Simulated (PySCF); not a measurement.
Homolysis of single bonds, series Si F-Cl. Isolated molecules, 0 K electronic values unless said otherwise. Strings in code marks are SMILES.

The numbers are results of B3LYP-D3(BJ)/def2-TZVP (PySCF 2.14.0), not measurements. B3LYP has the VWN-RPA correlation part, as in Gaussian. 

```json
[
 {"species": "whole molecule (`F[Si](F)(F)F`)", "highest occupied spin orbital (eV)": "–", "dipole moment (D)": "0.00"},
 {"species": "radical fragment (`F[Si](F)F`)", "highest occupied spin orbital (eV)": "(withheld)", "dipole moment (D)": "1.22"},
 {"species": "radical fragment (`[F]`)", "highest occupied spin orbital (eV)": "(withheld)", "dipole moment (D)": "0.00"},
 {"species": "radical fragment (`[Si](Cl)(F)F`)", "highest occupied spin orbital (eV)": "-7.30", "dipole moment (D)": "1.07"},
 {"species": "radical fragment (`[Cl]`)", "highest occupied spin orbital (eV)": "-9.27", "dipole moment (D)": "0.00"},
 {"species": "whole molecule (`Cl[Si](Cl)(Cl)Cl`)", "highest occupied spin orbital (eV)": "–", "dipole moment (D)": "0.00"}
]
```

Q: What belongs in the gaps?

A: 
- radical fragment (`F[Si](F)F`), highest occupied spin orbital (eV): -7.62
- radical fragment (`[F]`), highest occupied spin orbital (eV): -12.17
